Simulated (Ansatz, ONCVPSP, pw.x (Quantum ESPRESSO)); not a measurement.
**pw.x on fcc Al: one setting changed**

Potential: optimised norm-conserving Vanderbilt (ONCV), ONCVPSP 4.0.1.1 (patched build), PBEsol; core [Ne], reference 3s2 3p1; waves: 3s: rc 1.90 bohr, ncon 5, nbas 9, qcut 3.5 1/bohr, local; 3p: rc 2.20 bohr, ncon 4, nbas 9, qcut 4.3 1/bohr, 1 projector; d scattering state at 0.03 Ha: rc 1.95 bohr, ncon 5, nbas 9, qcut 4.7 1/bohr, 2 projectors, debl 0.15 Ha; local part: the s channel; core correction: none.

The reference run (k-mesh 14³, cutoffs 35/140 Ry, Fermi–Dirac 0.01 Ry, mixing_beta 0.4, conv_thr 1e-9, no spin) gives -0.27 GPa at 16.207 Å³/atom, where all-electron LAPW gives -0.16 GPa. This run, with its own iteration cap, changes k-mesh points per axis to 6.

```
&control
  calculation='scf', prefix='x', pseudo_dir='./', outdir='./tmp', tstress=.true., disk_io='none'
/
&system
  ibrav=0, nat=1, ntyp=1, ecutwfc=35, ecutrho=140, nbnd=8,
  occupations='smearing', smearing='fd', degauss=0.01
/
&electrons
  conv_thr=1e-09, mixing_beta=0.4, electron_maxstep=50
/
ATOMIC_SPECIES
Al 1.0 Al.UPF
CELL_PARAMETERS angstrom
  0.00000000 2.00858807 2.00858807
  2.00858807 0.00000000 2.00858807
  2.00858807 2.00858807 0.00000000
ATOMIC_POSITIONS crystal
Al 0.0000 0.0000 0.0000
K_POINTS automatic
6 6 6 0 0 0
```

```bash
pw.x < Al.scf.in > Al.scf.out
```

Task: How does the run end?

Result: It converges in 6 iterations; the free energy moves by -69.7 meV/atom and the pressure by +0.37 GPa.

```
Message from routine setup:
     using ibrav=0 with symmetry is DISCOURAGED, use correct ibrav instead
     lattice parameter (alat)  =       5.3679  a.u.
     unit-cell volume          =     109.3703 (a.u.)^3
     number of electrons       =         3.00
     number of Kohn-Sham states=            8
     kinetic-energy cutoff     =      35.0000  Ry
     charge density cutoff     =     140.0000  Ry
     scf convergence threshold =      1.0E-09
     Exchange-correlation= PBESOL
     number of k points=    16  Fermi-Dirac smearing, width (Ry)=  0.0100
     iteration #  1     ecut=    35.00 Ry     beta= 0.40
     total energy              =      -4.17064677 Ry
     estimated scf accuracy    <       0.00542828 Ry
     iteration #  2     ecut=    35.00 Ry     beta= 0.40
     total energy              =      -4.17049949 Ry
     estimated scf accuracy    <       0.00182568 Ry
     iteration #  3     ecut=    35.00 Ry     beta= 0.40
     total energy              =      -4.17052588 Ry
     estimated scf accuracy    <       0.00000164 Ry
     iteration #  4     ecut=    35.00 Ry     beta= 0.40
     total energy              =      -4.17052662 Ry
     estimated scf accuracy    <       0.00000043 Ry
     iteration #  5     ecut=    35.00 Ry     beta= 0.40
     total energy              =      -4.17052663 Ry
     estimated scf accuracy    <          4.1E-09 Ry
     iteration #  6     ecut=    35.00 Ry     beta= 0.40
     the Fermi energy is     8.3459 ev
!    total energy              =      -4.17052663 Ry
     estimated scf accuracy    <          1.7E-10 Ry
     smearing contrib. (-TS)   =      -0.00120396 Ry
     The total energy is F=E-TS. E is the sum of the following terms:
     one-electron contribution =       2.87068753 Ry
     hartree contribution      =       0.00774340 Ry
     xc contribution           =      -1.61213411 Ry
     ewald contribution        =      -5.43561948 Ry
     convergence has been achieved in   6 iterations
          total   stress  (Ry/bohr**3)                   (kbar)     P=        1.01
     Message from routine punch:
     Nothing written, as per user request (disk_io='none')
```

The run took about 1 s on one core of a shared host (AMD EPYC 9R45 96-Core Processor, 96 threads, 376 GiB, load 19).
